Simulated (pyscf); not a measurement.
Thermochemistry of product channels of `[CH3][SnH3]` on the singlet surface, in eV, from ωB97M-D3(BJ)/def2-TZVP energies (ideal gas, 1 atm, RRHO with modes under 100 cm⁻¹ raised to 100, one conformer, R ln 2 for chiral ones without a mode under 150 cm⁻¹). PySCF, gas phase, ωB97X-D3(BJ)/def2-SVP geometries.

```csv
products,ΔE,ΔH(298 K),ΔG(900 K),ΔG(1200 K)
`[CH2]=[SnH2]` + `[H][H]`,+2.64,+2.45,+1.30,+0.91
`[CH3][SnH]` [singlet] + `[H][H]`,+0.96,+0.87,-0.36,-0.77
```

The channel to H₃C–SnH: [singlet] + H₂ turns favourable between 298 and 1200 K (ΔG from +0.47 eV to -0.77 eV).

These are energies of the channels, which say nothing of barriers. Elements past Kr carry the def2 core potentials, without spin-orbit coupling.
